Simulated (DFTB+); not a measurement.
DFTB+ input (SCC-DFTB): The folder sk holds the Slater-Koster set scc that CP2K ships.

```
Geometry = xyzFormat {
3

C     -0.00000000    -0.00000000    -0.49689011
N      0.00000000     0.00000000     0.64927938
H     -0.00000000    -0.00000000    -1.56361504
}
Hamiltonian = DFTB {
  SCC = Yes
  SCCTolerance = 1e-8
  MaxSCCIterations = 300
  Charge = 0
  SlaterKosterFiles = Type2FileNames {
    Prefix = "sk/"
    Separator = ""
    Suffix = ".spl"
    LowerCaseTypeName = Yes
  }
  MaxAngularMomentum {
    C = "p"
    H = "s"
    N = "p"
  }
  Filling = Fermi { Temperature [K] = 0 }
}
ParserOptions { ParserVersion = 14 }
```

From the last part of the output:

```
    1   2   1   0       0.91227384  p_z
    1   2   1   1       0.93222293  p_x
    2   1   0   0       1.62766138  s
    2   2   1  -1       1.06777707  p_y
    2   2   1   0       1.40075322  p_z
    2   2   1   1       1.06777707  p_x
    3   1   0   0       0.83140976  s

Fermi level:                        -0.1660542719 H           -4.5186 eV
Band energy:                        -4.5617656653 H         -124.1320 eV
TS:                                  0.0000000000 H            0.0000 eV
Band free energy (E-TS):            -4.5617656653 H         -124.1320 eV
Extrapolated E(0K):                 -4.5617656653 H         -124.1320 eV
Input / Output electrons (q):     10.0000000000     10.0000000000

Energy H0:                          -4.7482289396 H         -129.2059 eV
Energy SCC:                          0.0068617680 H            0.1867 eV
Total Electronic energy:            -4.7413671716 H         -129.0192 eV
Repulsive energy:                    0.3011797910 H            8.1955 eV
Total energy:                       -4.4401873806 H         -120.8236 eV
Extrapolated to 0:                  -4.4401873806 H         -120.8236 eV
Total Mermin free energy:           -4.4401873806 H         -120.8236 eV
Force related energy:               -4.4401873806 H         -120.8236 eV

Non-constrained calculation

SCC converged

Dipole moment:    0.00000000    0.00000000   -0.69499469 au
Dipole moment:    0.00000000    0.00000000   -1.76650044 Debye
```

The geometry given is a B3LYP-D3(BJ)/def2-TZVP minimum.
